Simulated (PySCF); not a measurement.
**Which determinant of SF lies lowest?**

Unrestricted PBE0; S def2-SVP, F def2-SVP; no relativity (PySCF 2.14). Outer shells of the fragments: S 3s2 3p4; F 2s2 2p5.

Followed along the bond (rough minima from three points):

```tsv
2Ms+1	unpaired	⟨S²⟩ at the start	R at minimum (Å)	Te (eV)
2	π ↑	0.75	1.62	0.00
4	σ ↑, π ↑↑	3.75	none in the scan	≤ 2.26
```

Solutions found at the starting distance of 1.600 Å, counted from the lowest of them; the search is not exhaustive and high or unbound solutions are not listed, so other states can lie among these:

```json
{"2Ms+1": "2", "unpaired": "π ↑", "term": "²Π", "E (eV)": "0.00", "⟨S²⟩": "0.75", "⟨Lz²⟩": "1.00", "μ (D)": "-1.02"}
{"2Ms+1": "4", "unpaired": "σ ↑, π ↑↑", "term": "⁴Σ⁻", "E (eV)": "2.87", "⟨S²⟩": "3.75", "⟨Lz²⟩": "0.00", "μ (D)": "-0.99"}
{"2Ms+1": "2", "unpaired": "σ ↑, π ↑↓", "term": "mixed", "E (eV)": "3.66", "⟨S²⟩": "1.76", "⟨Lz²⟩": "2.02", "μ (D)": "-0.93"}
{"2Ms+1": "2", "unpaired": "σ ↓, π ↑↑", "term": "mixed", "E (eV)": "3.74", "⟨S²⟩": "1.76", "⟨Lz²⟩": "0.00", "μ (D)": "-0.96"}
{"2Ms+1": "2", "unpaired": "σ ↑", "term": "mixed", "E (eV)": "4.87", "⟨S²⟩": "0.75", "⟨Lz²⟩": "2.00", "μ (D)": "-0.74"}
{"2Ms+1": "4", "unpaired": "σ ↑↑, π ↑", "term": "⁴Π", "E (eV)": "8.68", "⟨S²⟩": "3.75", "⟨Lz²⟩": "1.01", "μ (D)": "0.05"}
{"2Ms+1": "4", "unpaired": "σ ↑, π ↑↑", "term": "mixed", "E (eV)": "9.17", "⟨S²⟩": "3.75", "⟨Lz²⟩": "2.01", "μ (D)": "2.86"}
```

A term symbol is given only where ⟨S²⟩ and ⟨Lz²⟩ are close to those of a pure state; real π, δ and φ orbitals otherwise mix terms. A positive dipole means S(−)F(+).

Counting both spins, an empty level lies below a filled one in some of these solutions, because spin and occupation are held.
